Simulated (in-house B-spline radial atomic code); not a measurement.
# RPA and G0W0 on PBE0: neutral helium

Configuration 1s2, mean-field start PBE0. Computed with an all-electron radial atomic-structure program (B-spline basis): all electrons, scalar-relativistic (spin-free one-electron X2C), finite nucleus, each spin shell either full or empty, empty states to l = 9 with an (l + 1/2)⁻⁴ tail; G0W0 by contour deformation at full frequency.

Command:
```bash
python run_gw.py task.json out
```
Settings (radii: box in bohr, nucleus in fm):
```
Z                        2
electrons                2
configuration            1s2
hamiltonian              x2c
method                   pbe0
lmax                     9
rms_radius               1.6755
spin_polarised           False
box_radius               40
intervals                76
ion_configuration        1s1
```

Cost of the run: 1.1 s on 1 thread of Arm Neoverse V2 (shared host).

Energies (hartree):

```json
{"term": "mean-field total", "value": "-2.89529"}
{"term": "Hartree-Fock functional on these orbitals", "value": "-2.86113"}
{"term": "direct second order", "value": "-0.090674"}
{"term": "second-order exchange", "value": "0.045337"}
{"term": "SOSEX correction", "value": "0.039503"}
```

Task: What is the RPA correlation energy, and what remains with SOSEX?

Result: RPA gives -0.079005 hartree (-1.07 eV per electron); RPA + SOSEX gives -0.039502, and the second-order doubles -0.045337 hartree (no singles). SOSEX takes back 50 % of the RPA value, the self-correlation of each of the two electrons.

Quasi-particle levels (eV):

```
level  occupied  mean field  Σx - vxc  Σc  QP weight  G0W0
   1s       yes     -18.220     -6.86   ?          ?     ?
```

G0W0 = mean field + (Σx - vxc) + Σc, with Σc (partial-wave tail included) taken at the quasi-particle energy.

Task: Where does G0W0 put 1s?

Result: At -24.054 eV, with Σc = 1.02 eV and a quasi-particle weight of 0.897. The tabulated removal energy is 24.587 eV (NIST, measured).

Task: What does it cost to remove one electron (to 1s1) by differences of total energies, each species on its own start (correlation terms add to the Hartree-Fock functional)?

Result: PBE0 24.448 eV, Hartree-Fock functional 23.439 eV, + RPA 25.021 eV, + RPA + SOSEX 24.514 eV, + second order 24.673 eV. Tabulated: 24.587 eV (NIST, measured).
